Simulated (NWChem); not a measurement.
# C2H3NO (Nitrosoethylene) at 3 levels

Aim: a comparison of 3 runs (HF/STO-3G, HF/3-21G, B3LYP/6-31G*) of C2H3NO (Nitrosoethylene). 

The calculation is run with NWChem 7.3.0.

4 further runs of the same task are left out: 1 that didn't finish, 3 set aside as unsound or not needed. Runs told in other sessions of the task aren't counted.

## Step 1: The system as given

C2H3NO: 7 atoms, total charge 0, spin state singlet. As SMILES, `C=CN=O`. Geometry: relaxed at PBE0-D4/def2-TZVP. This is one conformer, not always the lowest.

Bond lengths: C1–C2 1.328 Å, C2–N3 1.420 Å, N3–O4 1.204 Å, C1–H5 1.082 Å, C1–H6 1.084 Å, C2–H7 1.088 Å. Angles: C1–C2–N3 116.9°, C2–N3–O4 113.9°, C1–C2–H7 125.8°, N3–C2–H7 117.3°, C2–C1–H5 122.0°, C2–C1–H6 119.3°, H5–C1–H6 118.6°.

## Step 2: Energy and forces at HF/STO-3G (run 1)

Contents of c2h3no.nw:

```
start c2h3no
memory 2200 mb

geometry units angstrom noautosym nocenter noautoz
  C      0.081850     0.997050    -0.386810
  C     -0.095350    -0.104120     0.334780
  N      0.136670    -1.344100    -0.316900
  O     -0.039770    -2.304690     0.387270
  H     -0.071800     1.985550     0.026660
  H      0.389990     0.909370    -1.422820
  H     -0.401600    -0.139060     1.377820
end

basis spherical bse
  * library STO-3G
end

scf
  singlet
  rhf
  thresh 1e-08
  maxiter 80
  print medium
end

task scf gradient
```

Run with:

```sh
nwchem c2h3no.nw > c2h3no.out
```

What it wrote:

```text
[...]
  functions       =    23
[...]
  wavefunction    = RHF
[...]
         Total SCF energy =   -204.004159095142
      One-electron energy =   -487.481557580106
      Two-electron energy =    178.243117943700
 Nuclear repulsion energy =    105.234280541264
        Time for solution =      0.8s
[...]
                         RHF ENERGY GRADIENTS
    atom               coordinates                        gradient
                 x          y          z           x          y          z
   1 C       0.154674   1.884151  -0.730965    0.004589   0.018366  -0.017584
   2 C      -0.180185  -0.196758   0.632642    0.006144  -0.068656  -0.013350
   3 N       0.258269  -2.539981  -0.598854   -0.022906  -0.007182   0.078543
   4 O      -0.075154  -4.355233   0.731834    0.012545   0.065984  -0.049810
   5 H      -0.135682   3.752145   0.050380   -0.000489  -0.001375   0.001816
   6 H       0.736974   1.718460  -2.688740    0.000295  -0.002873  -0.000687
   7 H      -0.758914  -0.262785   2.603702   -0.000179  -0.004264   0.001071
[...]
```

Run time: 1.6 s. Hardware: 1 thread of Intel Xeon at 2.60GHz (Ice Lake), shared host; peak memory 0.099 GiB.

## Step 3: Energy and forces at HF/3-21G (run 2)

Contents of m1.nw:

```
start m1
title "C2H3NO hf"
memory stack 880 mb heap 220 mb global 1100 mb

geometry noautosym nocenter noautoz
   C     0.081850    0.997050   -0.386810
   C    -0.095350   -0.104120    0.334780
   N     0.136670   -1.344100   -0.316900
   O    -0.039770   -2.304690    0.387270
   H    -0.071800    1.985550    0.026660
   H     0.389990    0.909370   -1.422820
   H    -0.401600   -0.139060    1.377820
end

basis spherical bse
   * library 3-21G
end

scf
   thresh 1e-08
   maxiter 80
   print medium
end

task scf gradient
```

Run with:

```sh
nwchem m1.nw > m1.out
```

What it wrote:

```text
[...]
  functions       =    42
[...]
  wavefunction    = RHF
[...]
         Total SCF energy =   -205.498624076836
      One-electron energy =   -487.553814706878
      Two-electron energy =    176.820910088778
 Nuclear repulsion energy =    105.234280541264
        Time for solution =      1.1s
[...]
                         RHF ENERGY GRADIENTS
    atom               coordinates                        gradient
                 x          y          z           x          y          z
   1 C       0.154674   1.884151  -0.730965    0.001749   0.007437  -0.006753
   2 C      -0.180185  -0.196758   0.632642    0.002007  -0.026215  -0.003953
   3 N       0.258269  -2.539981  -0.598854   -0.006370  -0.011651   0.022900
   4 O      -0.075154  -4.355233   0.731834    0.004698   0.025119  -0.018693
   5 H      -0.135682   3.752145   0.050380   -0.001352   0.008076   0.003713
   6 H       0.736974   1.718460  -2.688740    0.002626  -0.002030  -0.008688
   7 H      -0.758914  -0.262785   2.603702   -0.003357  -0.000736   0.011473
[...]
```

Wall time 1.9 s (1 thread of Intel Xeon at 2.60GHz (Ice Lake), shared host); peak memory 0.099 GiB.

## Step 4: Energy and forces at B3LYP/6-31G(d) (Cartesian functions) (run 3)

Contents of c2h3no.xyz:

```xyz
7

C      0.081850     0.997050    -0.386810
C     -0.095350    -0.104120     0.334780
N      0.136670    -1.344100    -0.316900
O     -0.039770    -2.304690     0.387270
H     -0.071800     1.985550     0.026660
H      0.389990     0.909370    -1.422820
H     -0.401600    -0.139060     1.377820
```

Contents of c2h3no.nw:

```
start c2h3no
memory total 2200 mb
charge 0

geometry noautosym nocenter noautoz
 load format xyz c2h3no.xyz
end

basis
 * library 6-31G*
end

dft
 xc b3lyp
 grid xfine
 convergence energy 1e-08
 iterations 100
 mulliken
 print medium
end

task dft gradient
```

Run with:

```sh
nwchem c2h3no.nw > c2h3no.out
```

What it wrote:

```text
[...]
          Wavefunction type:  closed shell.
          No. of atoms     :     7
          No. of electrons :    30
[...]
          Charge           :     0
          Spin multiplicity:     1
[...]
          AO basis - number of functions:    66
[...]
              XC Information
              --------------
                         B3LYP Method XC Potential
                     Hartree-Fock (Exact) Exchange  0.200
                        Slater Exchange Functional  0.800 local
                    Becke 1988 Exchange Functional  0.720 non-local
              Lee-Yang-Parr Correlation Functional  0.810
                  VWN I RPA Correlation Functional  0.190 local
[...]
 d= 0,ls=0.0,diis     1   -207.7905245343 -3.13D+02  2.19D-02  8.45D-01     2.7
[...]
 d= 0,ls=0.0,diis    11   -207.8786909631 -1.67D-09  7.75D-07  1.78D-09    25.6
         Total DFT energy =     -207.878690963068
      One electron energy =     -489.959685414762
           Coulomb energy =      204.199153587880
    Exchange-Corr. energy =      -27.352439677451
 Nuclear repulsion energy =      105.234280541264
[...]
      Total Density - Mulliken Population Analysis
     ---------------------------------------------
    Atom       Charge   Shell Charges
 -----------   ------   -------------------------------------------------------
    1 C    6     6.30   1.99  0.72  2.05  0.61  0.93  0.01
    2 C    6     5.94   1.99  0.73  2.06  0.46  0.68  0.02
    3 N    7     6.99   1.99  0.86  2.28  0.91  0.91  0.03
    4 O    8     8.28   1.99  0.94  2.83  1.01  1.50  0.02
    5 H    1     0.82   0.53  0.30
    6 H    1     0.82   0.52  0.29
    7 H    1     0.84   0.53  0.32
[...]
  wavefunction    = closed shell
                         DFT ENERGY GRADIENTS
    atom               coordinates                        gradient
                 x          y          z           x          y          z
   1 C       0.154674   1.884151  -0.730965   -0.000946  -0.007297   0.004007
   2 C      -0.180185  -0.196758   0.632642    0.002108   0.001818  -0.007354
   3 N       0.258269  -2.539981  -0.598854   -0.005956  -0.016651   0.022037
   4 O      -0.075154  -4.355233   0.731834    0.004630   0.024880  -0.018436
   5 H      -0.135682   3.752145   0.050380    0.000073  -0.002018  -0.000024
   6 H       0.736974   1.718460  -2.688740   -0.000397  -0.000650   0.001418
   7 H      -0.758914  -0.262785   2.603702    0.000488  -0.000082  -0.001647
[...]
```

It took 32 s on 1 thread of Intel Xeon at 2.60GHz (Ice Lake), shared host; peak memory 0.13 GiB.

## Step 5: The series

| run | level | Cartesian functions | iteration cap | energy (Eh) | dipole moment (D) | HOMO energy (eV) | LUMO energy (eV) | wall time |
| --- | --- | --- | --- | --- | --- | --- | --- | --- |
| 1 | HF/STO-3G | no | 80 | -204.004159 | 2.13 | -8.23 | 5.25 | 1.6 s |
| 2 | HF/3-21G | no | 80 | -205.498624 | 3.41 | -10.78 | 1.90 | 1.9 s |
| 3 | B3LYP/6-31G* (Cartesian functions) | yes | 100 | -207.878691 | 3.12 | -6.00 | -2.65 | 32 s |

## Step 6: Results

| quantity | value |
| --- | --- |
| run 3: total energy | -207.87869 Eh |
| run 3: dipole moment | 3.12 D |
| run 3: HOMO energy | -6.00 eV |
| run 3: LUMO energy | -2.65 eV |
| run 3: HOMO–LUMO gap | 3.35 eV |
| run 3: largest force on an atom | 1.610 eV/Å |

What this shows: The dipole moment (its size) runs from 2.13 D (HF/STO-3G) to 3.41 D (HF/3-21G). The HOMO–LUMO gap runs from 3.35 eV (B3LYP/6-31G*) to 13.49 eV (HF/STO-3G). The two ends differ in method and basis. In run 1 the basis is minimal, so the values are rough. All runs together took 36 s, the longest 32 s.
